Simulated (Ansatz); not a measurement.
This script for a composite energy at a relaxed geometry of C2H4, SMILES C=C with the Ansatz DFT code, driven from Python holds a mistake.

`composite_c2h4.py`:
```python
"""Relax C2H4 cheaply, then refine its energy."""

import itertools

import ansatz as az
from ase.data import atomic_numbers, covalent_radii
import numpy as np

GEOMETRY = """
C    -0.08688   -0.63679   -0.14222
C     0.08665    0.63672    0.14216
H     0.03118   -1.40901    0.60040
H    -0.35624   -0.96985   -1.13123
H    -0.02925    1.40908   -0.60062
H     0.35454    0.96985    1.13152
"""

molecule = az.Crystal.molecule()
for line in GEOMETRY.strip().splitlines():
    symbol, *xyz = line.split()
    molecule = molecule.atom(symbol, [float(v) for v in xyz])

calc = molecule.calculation()
calc = calc.basis(gaussian="def2-SVP")
calc = calc.functional("r2scan", dispersion="d4")
symbols = [site.symbol for site in molecule.cartesian_sites]
start = np.array([site.position_ang for site in molecule.cartesian_sites], dtype=float)
rep = calc.relax(force_tolerance=0.01, max_steps=30).run().report
end = np.array(rep["positions_ang"])
# pairs closer than 1.2 times the sum of covalent radii, before or after
radius = [covalent_radii[atomic_numbers[s]] for s in symbols]
span = lambda where, i, j: np.linalg.norm(where[i] - where[j])
bonded = [(i, j) for i, j in itertools.combinations(range(len(symbols)), 2) if min(span(start, i, j), span(end, i, j)) < 1.2 * (radius[i] + radius[j])]
print("pair        before    after (A)")
for i, j in bonded:
    print(f"{symbols[i]}{i}-{symbols[j]}{j}".ljust(10), f"{span(start, i, j):8.4f} {span(end, i, j):8.4f}")

minimum = az.Crystal.molecule()
for symbol, place in zip(symbols, end):
    minimum = minimum.atom(symbol, place.tolist())
at_minimum = minimum.calculation()
# MP2 extrapolated to the basis limit, plus the small-basis difference CCSD(T) - MP2
level = lambda method, basis: at_minimum.basis(gaussian=basis).correlation(method).report
small, large, cluster = level("mp2", "cc-pVDZ"), level("mp2", "cc-pVTZ"), level("ccsd_t", "cc-pVDZ")
corr = lambda each: (each["free_energy_ev"] - each["reference_energy_ev"]) / 27.211386246
mp2_limit = (27 * corr(large) - 8 * corr(small)) / 19
pieces = {"HF / cc-pVTZ": large["reference_energy_ev"] / 27.211386246, "MP2 correlation, DZ-TZ limit": mp2_limit, "CCSD(T) - MP2 / cc-pVDZ": corr(cluster) - corr(small)}
for name, value in pieces.items():
    print(f"{name:32s} {value:14.6f} Ha")
print(f"{'sum':32s} {sum(pieces.values()):14.6f} Ha")
print("T1 diagnostic", round(cluster["correlation"]["coupled_cluster"]["t1_diagnostic"], 4))
```

Running `python composite_c2h4.py` prints:
```text
pair        before    after (A)
C0-C1        1.3164   1.3340
C0-H2        1.0778   1.0952
C0-H3        1.0778   1.0952
C1-H4        1.0778   1.0952
C1-H5        1.0778   1.0952
Traceback (most recent call last):
  File "composite_c2h4.py", line 44, in <module>
    small, large, cluster = level("mp2", "cc-pVDZ"), level("mp2", "cc-pVTZ"), level("ccsd_t", "cc-pVDZ")
                            ~~~~~^^^^^^^^^^^^^^^^^^
  File "composite_c2h4.py", line 43, in <lambda>
    level = lambda method, basis: at_minimum.basis(gaussian=basis).correlation(method).report
                                  ^^^^^^^^^^^^^^^^^^^^^^^^^^^^^^^^^^^^^^^^^^^^^^^^^^^^^^^^^^^
AttributeError: 'Calculation' object has no attribute 'report'
```

Find the fault and give the corrected script.

The fault: the calculation is never run. The cap on steps that the faulty run carried goes too. The correction:

```diff
--- before
+++ after
@@ -27,3 +27,3 @@
 start = np.array([site.position_ang for site in molecule.cartesian_sites], dtype=float)
-rep = calc.relax(force_tolerance=0.01, max_steps=30).run().report
+rep = calc.relax(force_tolerance=0.01).run().report
 end = np.array(rep["positions_ang"])
@@ -42,3 +42,3 @@
 # MP2 extrapolated to the basis limit, plus the small-basis difference CCSD(T) - MP2
-level = lambda method, basis: at_minimum.basis(gaussian=basis).correlation(method).report
+level = lambda method, basis: at_minimum.basis(gaussian=basis).correlation(method).run().report
 small, large, cluster = level("mp2", "cc-pVDZ"), level("mp2", "cc-pVTZ"), level("ccsd_t", "cc-pVDZ")
```

With that change:

```console
$ python composite_c2h4.py
pair        before    after (A)
C0-C1        1.3164   1.3340
C0-H2        1.0778   1.0952
C0-H3        1.0778   1.0952
C1-H4        1.0778   1.0952
C1-H5        1.0778   1.0952
HF / cc-pVTZ                         -78.062711 Ha
MP2 correlation, DZ-TZ limit          -0.361461 Ha
CCSD(T) - MP2 / cc-pVDZ               -0.040194 Ha
sum                                  -78.464366 Ha
T1 diagnostic 0.01
```

Total energies depend on the basis set; only differences at equal settings carry meaning. The sum leaves out core correlation, relativity, the Hartree-Fock basis error and zero-point energy; a DZ-TZ extrapolation is rough. Inner cores stay frozen, so this is valence correlation. An extrapolation from small basis sets is rough. The whole script took 7.5 s on 1 thread of Arm Neoverse V2, on a shared host, peak memory 0.23 GiB.
